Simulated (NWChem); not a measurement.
System: BCl₃; SMILES ClB(Cl)Cl

Results from NWChem. Coordinates come from a PBE0/def2-SVP optimisation.

Diagonal of the polarisability tensor at CAM-B3LYP/def2-SVPD, static: 61.52, 61.52, 40.67 bohr³.

Problem. Find the mean polarisability volume, the molar refraction, and the refractive index that an ideal gas of it would have at 273.15 K and 1 atm.

Solution. 
1. Mean: one third of the trace = 54.57 bohr³ × 0.14818 Å³/bohr³ = 8.09 Å³.
2. Molar refraction (Lorentz-Lorenz): (4π/3) N_A α = 20.4 cm³/mol.
3. Number density p/kT = 2.687 × 10⁻⁵ Å⁻³; n − 1 = 2π N α = 13.65 × 10⁻⁴.
4. These hold the electronic response alone: vibrational and orientational terms add to the static dielectric constant.
